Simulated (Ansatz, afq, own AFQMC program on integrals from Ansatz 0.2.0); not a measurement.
# Where AFQMC and coupled cluster stand for BH4, doublet

```xyz
5

B    -0.1762    0.0000    0.0000
H    -0.7729    1.0336    0.0000
H    -0.7729   -1.0336    0.0000
H     1.1628    0.0000    0.0000
H     2.2728    0.0000    0.0000
```

Basis cc-pVTZ. Noble-gas cores (and the filled d shells of Ga–Kr and In–Xe) are frozen. AFQMC by an in-house program on the Cholesky factors that Ansatz 0.2.0 writes for its CCSD(T) run. ph-AFQMC/CISD is guided by a CISD state made of CCSD amplitudes; releasing the constraint for a short imaginary time cuts its bias at the price of noise, slowly where states lie close. Error bars are statistical, one sigma.

Determinant: UHF, the one that the program's search chose, which needn't be the lowest solution. The geometry is a point of a scan.

No full CI on the walks' own integrals is used here; CCSDT(Q) serves as the reference and is uncertain by about the last step of the cluster series.

```
T1 diagnostic                               : 0.0129
weight of the determinant in the CISD state : 0.929
⟨S²⟩ of the determinant                     : 0.770
size of the correlated space                : 7 electrons in 85 orbitals
```

```csv
level,correlation energy (eV)
MP2,-3.3028
CCSD,-3.9981
CCSD(T),-4.0846
```

Question: Estimate where AFQMC with the constraint released lies against CCSD(T) on the same integrals.

Answer: 0.44 ± 0.05 kcal/mol below CCSD(T).

Reference: CCSDT(Q), correlation energy -4.102 eV. The released energy is read at 2.40 1/Eh (meV from the phaseless value at times in 1/Eh: -2.9 ± 1.7 at 0.24, -4.0 ± 1.3 at 0.51, -5.1 ± 1.1 at 0.99, -4.8 ± 1.2 at 1.62, -6.7 ± 2.1 at 2.40).

```csv
level,E − E(reference) (kcal/mol),share of correlation (%)
CCSD(T),0.41,99.57
CCSDT,0.04,99.95
ph-AFQMC/CISD,0.13 ± 0.03,99.87
released AFQMC,-0.03 ± 0.05,100.03
```

A walk keeps the symmetry of its determinant, which the program's search chose and which needn't be the lowest solution, so a lower state of the same spin and another symmetry isn't excluded. Released energies are given only where the last usable release times agree within the noise; a slower fall can still hide under it.
